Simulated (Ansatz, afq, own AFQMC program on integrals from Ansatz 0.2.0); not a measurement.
**Se, triplet in cc-pVQZ, levels against CCSDT(Q)**

A free Se atom.

Basis cc-pVQZ. Noble-gas cores (and the filled d shells of Ga–Kr and In–Xe) are frozen. Ansatz 0.2.0 and our own AFQMC program on the same integrals; the CISD trial comes from CCSD amplitudes, and released means the phaseless constraint is let go. Free AFQMC starts from the CCSD state and is never constrained. Its projection time is finite, and what remains of the start isn't in its error. Error bars are statistical, one sigma. No spin–orbit coupling.

Determinant: UHF, the one that the program's search chose, which needn't be the lowest solution.

No full CI on the walks' own integrals is used here; CCSDT(Q) serves as the reference and is uncertain by about the last step of the cluster series.

Cautions: no relativity below Rb; no spin-orbit coupling; inner d shell frozen.

```
T1 diagnostic                               : 0.0089
weight of the determinant in the CISD state : 0.937
⟨S²⟩ of the determinant                     : 2.011
size of the correlated space                : 6 electrons in 54 orbitals
```

Reference: CCSDT(Q), correlation energy -3.613 eV. The released energy is read at 1.50 1/Eh (meV from the phaseless value at times in 1/Eh: -2.7 ± 1.3 at 0.24, -4.6 ± 1.2 at 0.50, -7.0 ± 0.6 at 1.00, -7.7 ± 1.3 at 1.50).

```csv
level,E − E(reference) (kJ/mol),share of correlation (%)
HF,348.6,0.00
MP2,60.4,82.67
CCSD,13.9,96.02
CCSD(T),2.0,99.42
CCSDT,0.3,99.90
ph-AFQMC/HF,8.1 ± 1.2,97.68
ph-AFQMC/CISD,0.7 ± 0.1,99.79
released AFQMC,0.0 ± 0.1,100.00
free AFQMC,-0.1 ± 0.2,100.03
```

Free projections are given only where their last times agree within the noise and don't stop above the reference; a slow remainder of the start can still hide under it. A walk keeps the symmetry of its determinant, which the program's search chose and which needn't be the lowest solution, so a lower state of the same spin and another symmetry isn't excluded. Released energies are given only where the last usable release times agree within the noise; a slower fall can still hide under it.
